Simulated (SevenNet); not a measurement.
# fcc Pb

Level of theory: the machine-learned potential SevenNet-0 (trained on PBE and PBE+U data).

Cell (relaxed at this level):

```cif
data_Pb4
_chemical_formula_sum 'Pb4'
_space_group_name_H-M_alt 'Fm-3m'
_space_group_IT_number 225
_space_group_name_Hall '-F 4 2 3'
_cell_length_a 5.03826
_cell_length_b 5.03826
_cell_length_c 5.03826
_cell_angle_alpha 90.000
_cell_angle_beta 90.000
_cell_angle_gamma 90.000
loop_
_atom_site_label
_atom_site_type_symbol
_atom_site_symmetry_multiplicity
_atom_site_Wyckoff_symbol
_atom_site_fract_x
_atom_site_fract_y
_atom_site_fract_z
_atom_site_occupancy
Pb1 Pb 4 a 0.00000 0.00000 0.00000 1
```
(The calculation used a cell of 1 atom; values per cell refer to that cell.)

| Item | Value |
|---|---|
| vacancy formation energy | 0.26 eV |

Measured, for comparison: vacancy formation energy 0.58 eV (no zero-point or thermal correction, monovacancy; as tabulated in Garrity and Choudhary (2023), arXiv:2112.11585). Computed (rounded) less measured: vacancy formation energy -0.32 eV.

A machine-learned potential is trained on density-functional data: it inherits that level's misses and adds fitting errors of its own.

Note: this model's volume lies 5 % above that of the starting cell (a measured, published or database cell).
